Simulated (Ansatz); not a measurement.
**Worked example: correlation energy of BH4⁺, singlet**

All five atoms lie in one plane.

Geometry: a PBE0/def2-TZVP stationary point for this spin, not checked as a minimum.

```json
{"atom": "B", "x (Å)": "0.0000", "y (Å)": "0.0000", "z (Å)": "0.0000"}
{"atom": "H", "x (Å)": "-0.0156", "y (Å)": "0.8614", "z (Å)": "0.8498"}
{"atom": "H", "x (Å)": "-0.0213", "y (Å)": "-0.8500", "z (Å)": "0.8612"}
{"atom": "H", "x (Å)": "0.0213", "y (Å)": "0.8500", "z (Å)": "-0.8612"}
{"atom": "H", "x (Å)": "0.0156", "y (Å)": "-0.8614", "z (Å)": "-0.8498"}
```

Basis aug-cc-pVDZ; Ansatz 0.2.0. Only valence electrons are correlated (noble-gas cores frozen), which leaves 6 electrons in 58 orbitals. R marks a restricted (for open shells ROHF) determinant.

Full CI is exact within this basis and frozen core; it isn't the basis-set limit.

Runs differ by some tens of microhartree through their thresholds, so steps under 0.03 kcal/mol mean nothing.

```csv
level,total energy (hartree)
RHF,-26.554778
RMP2,-26.665044
RCCSD,-26.690962
RCCSD(T),-26.693976
RCCSDT,-26.694568
RCCSDT(Q),-26.694730
RCCSDTQ,-26.694764
full CI,-26.694768
```

Problem. What is the correlation energy at full CI, and what share of it do RMP2 and RCCSDT recover?

Solution. E(corr) = -26.694768 − (-26.554778) = -0.139990 hartree = -3.809 eV. RMP2: -0.110266 / -0.139990 = 78.77 %. RCCSDT: -0.139790 / -0.139990 = 99.86 %.

Problem. By how many kcal/mol does RCCSD(T) miss full CI (1 hartree = 627.509 kcal/mol), and which steps make up the rest?

Solution. -26.693976 − (-26.694768) = 0.000792 hartree = 0.50 kcal/mol. Steps: RCCSDT − RCCSD(T) = -0.37, RCCSDT(Q) − RCCSDT = -0.10, RCCSDTQ − RCCSDT(Q) = -0.02, full CI − RCCSDTQ = 0.00 kcal/mol. That is within 1 kcal/mol of the reference in this basis, which itself misses far more of the correlation at the basis-set limit.
